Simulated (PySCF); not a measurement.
Gas-phase reaction: 4 AlCl2NH2 ⇌ 2 AlCl3.NH3 + Al + 2 NH + AlCl2

Computed with PySCF (xtb for GFN2) and rigid-rotor harmonic-oscillator thermochemistry at 1 bar. † marks an energy on the PBE0/def2-TZVP geometry and frequencies; other levels use their own. MP2 freezes the core. Open shells (unrestricted): Al (multiplicity 2), NH (multiplicity 3), AlCl2 (multiplicity 2); the rest are closed-shell singlets. GFN2 has no spin-polarisation term. Spin-orbit splitting is ignored; it lowers the true energy and changes the entropy of Al. Adducts (AlCl3.NH3) have no counterpoise correction, and HF, PBE, BLYP, B3LYP and PBE0 lack dispersion. AlCl2NH2: computed as isolated molecules; such fragments, hydroxides, amides, oligomers or adducts are transient or little studied in the gas. MP2 isn't extrapolated to the basis-set limit.

| level | ΔH°(298 K), kJ |
|---|---|
| BLYP/def2-TZVP† | … |
| GFN2-xTB | … |
| HF/def2-TZVP† | 785 |
| M06-2X/def2-TZVP† | … |
| MP2/def2-SVP† | 1149 |
| MP2/def2-TZVPP† | 1245 |
| PBE/def2-SVP | 1167 |
| PBE0/def2-QZVP† | … |
| PBE0/def2-SVP† | 1134 |
| ωB97X-V/def2-TZVP† | 1213 |

Problem. Fill in the missing entries.

Solution. 
- BLYP/def2-TZVP†, ΔH°(298 K), kJ: 1182
- GFN2-xTB, ΔH°(298 K), kJ: 1909
- M06-2X/def2-TZVP†, ΔH°(298 K), kJ: 1206
- PBE0/def2-QZVP†, ΔH°(298 K), kJ: 1174
